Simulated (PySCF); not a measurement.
# Working out the ionisation energy of O

O [He] 2s2 2p4 (3P) → O⁺ [He] 2s2 2p3 (4S). Calculation: PySCF 2.14, in x2c-QZVPPall with one added diffuse shell each of s, p, d, f type (8s5p4d3f1g, 73 functions); the spin-free X2C one-electron Hamiltonian (Gaussian nucleus). Frozen: nothing. Energies in hartree (1 hartree = 27.21139 eV):

| part | O (lower) | O⁺ (upper) |
| --- | --- | --- |
| UHF | -74.871103 | -74.429557 |
| CCSD correlation | -0.196673 | -0.143913 |
| (T) | -0.003958 | -0.002056 |

Question: What does Hartree-Fock give?

Answer: (-74.429557) − (-74.871103) = 0.441546 hartree = 12.015 eV.

Question: What do CCSD and CCSD(T) give?

Answer: The CCSD correlation energies differ by 0.052760 hartree = 1.436 eV and the triples by 0.001902 hartree = 0.052 eV, so CCSD gives 13.451 eV and CCSD(T) 13.503 eV.

Measured between the centres of the two terms (NIST): 13.608 eV, so CCSD(T) (valence and next inner shell) is off by -0.105 eV.

What remains against the reference includes basis incompleteness and higher excitations.
